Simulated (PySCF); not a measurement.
## J couplings in tetramethylammonium

Bonds (- single, = double, # triple, : aromatic): C1-N2, N2-C3, N2-C4, N2-C5. C1 carries H6, H7, H8; C3 carries H9, H10, H11; C4 carries H12, H13, H14; C5 carries H15, H16, H17. Formal charges: N2 +1.

Total charge +1.

Method: B3LYP/pcJ-1 (spin–dipole term only in couplings to heteroatoms)//PBE0-D3(BJ)/def2-SVP, PySCF 2.14; isolated molecule, single conformer, non-relativistic. Couplings are averaged over pairs made equivalent by symmetry, fast rotation or ring inversion, so a value needn't be that of the named pair in this geometry, while other rotamers aren't included; one pair stands for each set, and the list holds those of at least 0.8 Hz over up to four bonds.

Isotopes: ¹³C, ¹H, ¹⁵N.

```csv
pair,bonds,J (Hz)
"C1, N2",1,-5.3
"C1, H6",1,?
"C1, C3",2,?
"H6, H7",2,-13.7
"C1, H9",3,4.0
```

**Question.** Estimate the withheld couplings, with signs.

**Answer.** 
- ¹J(C1,H6) = 153.3 Hz (bond length 1.097 Å, sp3 carbon)
- ²J(C1,C3) = 0.9 Hz
